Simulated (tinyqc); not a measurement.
Inside a calculation. Method: Hueckel theory of the pi electrons, for the molecule c1cc[cH-]c1 (SMILES; centres numbered as the heavy atoms are written). One step of it, computed by the program tinyqc.

Task: Energy, charges, bond orders. E = sum n x; q_r = z_r - P_rr; bond order p = P_rs; free valence = sqrt(3) - sum of p over the bonds of the atom.

x values: [2.000000, 0.618034, 0.618034, -1.618034, -1.618034]

occupations: [2.000000, 2.000000, 2.000000, 0.000000, 0.000000]

charge and bond-order matrix P, order 1C, 2C, 3C, 4C, 5C:
```
[[1.200000, 0.647214, -0.247214, -0.247214, 0.647214],
 [0.647214, 1.200000, 0.647214, -0.247214, -0.247214],
 [-0.247214, 0.647214, 1.200000, 0.647214, -0.247214],
 [-0.247214, -0.247214, 0.647214, 1.200000, 0.647214],
 [0.647214, -0.247214, -0.247214, 0.647214, 1.200000]]
```

Centres:
```
centre  z_r, pi electrons of the neutral centre         h
1C                                            1  0.000000
2C                                            1  0.000000
3C                                            1  0.000000
4C                                            1  0.000000
5C                                            1  0.000000
```

Bonds:
```
i  j  k
1  2  1
2  3  1
3  4  1
4  5  1
5  1  1
```

Give: pi energy = 6 alpha + this times beta; pi charges; Bond orders and lengths from R = 1.517 - 0.180 p; free valence of the carbons; gap between the highest filled and the next level.

Result:

pi energy = 6 alpha + this times beta = 6.4721

pi charges: [-0.2000, -0.2000, -0.2000, -0.2000, -0.2000]

Bond orders and lengths from R = 1.517 - 0.180 p (angstrom, C-C alone):
```
bond       p       R
1-2   0.6472  1.4005
2-3   0.6472  1.4005
3-4   0.6472  1.4005
4-5   0.6472  1.4005
5-1   0.6472  1.4005
```

free valence of the carbons: [0.4376, 0.4376, 0.4376, 0.4376, 0.4376]

gap between the highest filled and the next level = 2.2361 |beta|
